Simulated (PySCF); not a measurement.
Compound: vinyl ether, C4H6O.
Bonds: C1–C2 (double), C2–O3, O3–C4, C4–C5 (double). Hydrogens: H6, H7 on C1; H8 on C2; H9 on C4; H10, H11 on C5.

Computed with PySCF, TDDFT CAM-B3LYP/aug-cc-pVTZ, vertical, gas phase, core orbitals frozen in the response. The structure is a single PBE0-D3(BJ)/def2-TZVP conformer in the gas phase; no vibrational or solvent corrections. Torsions of this conformer, `[CH2:1]=[CH:2][O:3][CH:4]=[CH2:5]`: C1–C2–O3–C4 -179°, C2–O3–C4–C5 179°.

Q: What does the calculation give for the low-lying excited states?

A: 

```csv
state,λ (nm),E (eV),f,|μ| (D),symmetry,"main configurations (H = HOMO, L = LUMO)"
S1,216.3,5.73,0.055,1.60,B1 or B2,H→L (88%)
S2,202.1,6.13,0.014,0.79,B1 or B2,H→L+2 (87%)
S3,200.5,6.18,0.636,5.21,B1 or B2,H→L+3 (95%)
S4,200.3,6.19,0.0001,0.08,–,H→L+1 (81%)
S5,194.7,6.37,0.049,1.42,A1,H→L+6 (97%)
S6,181.0,6.85,0.0000,0.00,–,H→L+5 (80%)
S7,179.9,6.89,0.0000,0.01,–,"H→L+4 (75%), H→L+9 (10%)"
S8,178.5,6.94,0.0000,0.03,–,H→L+7 (94%)
S9,168.8,7.35,0.020,0.85,B1 or B2,"H→L+9 (60%), H→L+13 (14%), H→L+4 (11%)"
S10,164.8,7.53,0.0000,0.01,–,"H→L+8 (58%), H-1→L (13%)"
```

Triplets (Tamm–Dancoff): T1 4.11 eV, H→L+3 (66%), H-1→L+6 (15%), H→L+12 (11%); T2 4.28 eV, H→L+6 (58%), H-1→L+3 (23%), H→L+17 (10%); T3 5.68 eV, H→L (86%); T4 6.10 eV, H→L+2 (85%).

The lowest singlet comes at 216 nm (553 kJ/mol) in the ultraviolet; it is of moderate strength; its leading configuration is HOMO→LUMO (88%). The most intense listed level is S3 at 6.18 eV (200 nm, f = 0.636), 0.45 eV above S1. S3/S4 lie within about 0.01 eV of each other. Löwdin shares by element: HOMO carbon 52% or more, oxygen 21% (atoms not listed hold the other 27%); LUMO hydrogen 78% or more (atoms not listed hold the other 22%). The listed states span 1.79 eV, and the widest gap between neighbours is 0.48 eV (S5 to S6). Weighted by f, the mean energy of these states is 6.19 eV. The oscillator strengths of these states sum to 0.775; summed over the whole spectrum of an exact calculation they would give the number of electrons, 38 (Thomas–Reiche–Kuhn). Symmetry labels in C2v follow from the direction of the transition dipole and are given only for states with f of 0.002 or more; B1 and B2 swap with the choice of axes. Singlets were solved by full linear response, triplets in the Tamm–Dancoff approximation.
